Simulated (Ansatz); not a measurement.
hcp Re

All values below come from LDA in Ansatz (PAW).

Settings: plane-wave cutoff 500 eV, 24×24×1 k mesh (along the axes of the cell as run), Fermi–Dirac smearing 0.1 eV, scalar-relativistic PAW data made under PBE.

Cell: relaxed at this level.

```
Property                               Value
---------------------------------  ---------
surface energy of the (0001) face  3.09 J/m²
work function of the (0001) face     5.21 eV
```

The slab of 6 atoms is relaxed and unreconstructed.

Spin–orbit coupling is not included.

The result took roughly 2.9 core-minutes.

Ansatz is a program for electronic structure.
